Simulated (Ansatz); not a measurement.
# Structure relaxation of Rb3Fe

Theory: DFT PBE, scalar-relativistic, plane waves, PAW in Ansatz 0.2.0. Cutoff 420 eV, Γ-centred k mesh, Gaussian smearing, collinear spin, first started from parallel moments.

Rb3Fe was placed on the Ni3Sn (D0_19) structure type (P6_3/mmc, No. 194), with Fe in place of Sn, Rb in place of Ni, at a guessed volume.

```
Rb Fe
1.0
     7.31303    0.00000    0.00000
    -3.65652    6.33327    0.00000
     0.00000    0.00000    5.86984
Rb Fe
6 2
Direct
  0.83300 0.66600 0.25000
  0.16700 0.83300 0.75000
  0.33400 0.16700 0.25000
  0.16700 0.33400 0.75000
  0.83300 0.16700 0.25000
  0.66600 0.83300 0.75000
  0.33333 0.66667 0.25000
  0.66667 0.33333 0.75000
```

Cell and atoms relax at zero pressure; the relaxation can't lower the symmetry of the start. After a coarse first stage the cell is made exact in the group found at 0.06 Å.

Energies over the elements count from the elements' standard structures at the same level, with no empirical corrections.

What does it relax into?

It keeps P6_3/mmc (No. 194). The result has the Ni3Sn (D0_19) structure. Conventional cell: a = 8.980 Å, c = 6.595 Å. Rb is coordinated by 2 Fe at 4.06 Å, 6 Rb at 4.10–4.34 Å, 2 Fe at 4.50 Å and 2 Rb at 4.88 Å; Fe is coordinated by 6 Rb at 4.06 Å and 6 Rb at 4.50 Å.

```xyz
8
Lattice="8.9797 0.0000 0.0000 -4.4899 7.7767 0.0000 0.0000 0.0000 6.5950" Properties=species:S:1:pos:R:3 pbc="T T T"
Rb    4.4899    4.9594    1.6488
Rb   -2.0500    6.3680    4.9463
Rb    2.4398    1.4086    1.6488
Rb    0.0000    2.8173    4.9463
Rb    6.5399    1.4086    1.6488
Rb    2.0500    6.3680    4.9463
Fe    0.0000    5.1845    1.6488
Fe    4.4899    2.5922    4.9463
```

What are its volume, energy, gap and moment?

The volume per atom is 57.57 Å³ and the density is 2.25 g/cm³. The energy over the elements is 0.84 eV/atom, the gap on the 6×6×6 mesh is 0 eV (a metal) and the net moment per atom is 0.78 μB. The largest site moment is 3.32 μB.

The final run used a 6×6×6 mesh on its 8-atom cell and 0.10 eV smearing. The k mesh leaves about 4 meV/atom of noise in metals. A structure relaxed within its symmetry needn't be a true minimum.

Cost: 3 runs of about 19 core-minutes in all, on Arm Neoverse V2 (shared hosts).